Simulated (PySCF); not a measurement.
Molecule: `C#C[C@@H]1C=N1`, C₄H₃N.

Bonds (- single, = double, # triple, : aromatic): C1#C2, C2-C3, C3-C4, C4=N5, N5-C3. C1 carries H6; C3 carries H7; C4 carries H8. Stereochemistry as in C#C[C@@H]1C=N1.

Frames of a GFN2-xTB Langevin trajectory at 600 K; GIAO PBE0/pcSseg-1 shieldings in PySCF 2.14.0 with density-fitted response routines, gas phase, non-relativistic; equivalent atoms averaged within each frame.

Chemical shifts δ = σref − σ; 13C (σref 186.93) and 1H (σref 31.72) vs TMS; 15N (σref 267.73) vs NH3, all at this level. The references are static minima.

How do the shifts (ppm) fluctuate along the trajectory?

Answers


| time (fs) | C4 | C2 | C1 | C3 | N5 | H8 | H7 | H6 |
| --- | --- | --- | --- | --- | --- | --- | --- | --- |
| optimised geometry | 172.1 | 91.2 | 71.3 | 14.4 | 350.8 | 10.13 | 2.05 | 1.17 |
| 250 | 175.1 | 108.2 | 76.7 | 21.4 | 373.6 | 9.48 | 4.45 | 1.68 |
| 425 | 168.9 | 99.8 | 75.6 | 8.5 | 342.1 | 10.64 | 2.96 | 1.91 |
| 625 | 174.9 | 113.0 | 75.2 | 21.7 | 362.9 | 10.35 | 1.28 | 3.19 |
| 800 | 172.5 | 92.9 | 74.9 | 7.3 | 362.7 | 10.98 | 1.24 | 2.09 |
| 1000 | 183.2 | 94.9 | 77.2 | 15.9 | 361.5 | 10.66 | 2.53 | 1.38 |
| mean of frames | 174.9 | 101.8 | 75.9 | 14.9 | 360.6 | 10.42 | 2.49 | 2.05 |
| standard deviation | 5.3 | 8.6 | 1.0 | 6.8 | 11.4 | 0.57 | 1.33 | 0.69 |

5 frames give an uncertainty of the mean of about the standard deviation over 2.2 at best, since frames this close in time may not be independent; classical motion lacks zero-point vibration, and the reference would need the same averaging.
